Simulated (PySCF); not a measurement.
Molecule (SMILES): OO (H2O2).
Geometry (B3LYP-D3(BJ)/def2-TZVP, fixed):
```xyz
4

O      0.0155     0.7238    -0.0702
O     -0.0112    -0.7261    -0.0419
H      0.8057     0.8967     0.4614
H     -0.8394    -0.8786     0.4355
```

Basis-set convergence of the isotropic shielding of H3 at PBE with PySCF. GIAO, no density fitting; atoms are numbered in the order shown. All functions are spherical. No added dispersion term, no relativity. Reference: the value in pcseg-3, 24.68 ppm, itself unsure by roughly 0.15 ppm (its distance from pcSseg-2). Deviations are taken from unrounded values. Cost is core time over that of def2-TZVP, rough, on shared machines of one kind; a dash marks a row that isn't timed (too short, read off another run, short of memory, by another algorithm or on other hardware).

```csv
basis,functions,isotropic shielding of H3 (ppm),minus reference (ppm),cost
3-21G,22,27.19,2.51,-
pcSseg-0,22,26.96,2.29,-
pcseg-0,22,27.15,2.47,-
6-31G**,38,25.63,0.96,-
def2-SVP,38,25.73,1.06,-
6-31+G*,40,25.77,1.10,-
pcSseg-1,44,25.07,0.39,-
6-311G**,48,25.86,1.19,-
aug-pcseg-1,64,25.08,0.41,0.8×
"6-311++G(2d,2p)",74,25.01,0.34,0.9×
def2-TZVP,74,25.61,0.93,1×
cc-pVTZ,88,25.19,0.51,1×
pcSseg-2,100,24.82,0.15,1×
jun-cc-pV(T+d)Z,106,24.88,0.20,0.9×
def2-TZVPPD,114,24.90,0.23,2×
aug-pcseg-2,138,24.81,0.14,4×
cc-pVQZ,170,24.88,0.20,9×
def2-QZVPP,174,24.81,0.13,8×
```
